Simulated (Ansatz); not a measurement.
# PH+ (doublet): RPA-PBE over a scan of the distance P1–H2, cc-pVTZ

How well do these functionals follow the top wave-function level for PH+ (doublet) over a scan of the distance P1–H2?

Program: Ansatz 0.2.0, Gaussian basis. Level of theory: cc-pVTZ, all electrons in the functionals, frozen cores in the correlation of double hybrids and RPA. These are calculated values, not measurements.

The runs, in order: RPA-PBE, at 1.122 Å; 1.304 Å; 1.434 Å; 1.539 Å; 1.779 Å; 1.955 Å; 2.318 Å; 2.705 Å; 3.148 Å; 3.781 Å; 4.854 Å.

27 further runs of the same task are left out: 1 for a known fault of the program, 20 that didn't finish, 6 set aside as unsound or not needed.

### 1 The system

The geometry derives from a PBE0/def2-TZVP stationary point (not a proven minimum). One bond is set to the value named and the two fragments are kept rigid.

2 atoms, charge 1, spin multiplicity 2.

Atoms are counted from 1 here; the program's logs count them from 0.

Bond lengths: P1–H2 1.434 Å.

No dispersion term is added.

The geometry shown and the zero of energy belong to the point 1.434 Å. The yardstick, FCI, and other wave-function levels (R restricted, U unrestricted, valence and pair active spaces) come from earlier runs.

### 2 RPA-PBE, 1.122 Å

The input, in.yaml:

```yaml
crystal:
  periodic: [false, false, false]
  atoms:
    - {symbol: P, position_ang: [0.000000, 0.000000, 0.000000]}
    - {symbol: H, position_ang: [0.000000, 0.000000, 1.122000]}
basis:
  gaussian: {orbitals: cc-pVTZ}
total_charge: 1
magnetization: {spin_polarized: true, initial_magnetization: 1}
hamiltonian: {xc: {name: PBE}}
correlation: {method: rpa, electrons: outside_noble_gas}
```

Launch:

```
> ansatz run in.yaml --threads 1 --pin off --events-out ev --progress --plain --max-ram 2393MiB
```

Further steps of the session: RPA-PBE, 1.304 Å; RPA-PBE, 1.434 Å; RPA-PBE, 1.539 Å; RPA-PBE, 1.779 Å; RPA-PBE, 1.955 Å; RPA-PBE, 2.318 Å; RPA-PBE, 2.705 Å; RPA-PBE, 3.148 Å; RPA-PBE, 3.781 Å; RPA-PBE, 4.854 Å.

**Question.** What will the summary of the whole plan be? Wanted: span of the FCI curve; largest miss, RPA-PBE.

The runs gave:

| quantity | value |
| --- | --- |
| span of the FCI curve | 78.2 kcal/mol |
| largest miss, RPA-PBE | -12.6 kcal/mol (4.854 Å) |

**Reading.** RPA-PBE strays by up to 12.6 kcal/mol, at 4.854 Å. RPA-PBE clearly breaks the spin symmetry at some points (⟨S²⟩ up to 1.01 above the pure value), so energy there is bought with a mixed spin. Functionals and the yardstick converge differently with the basis, so part of each miss in cc-pVTZ is the basis.
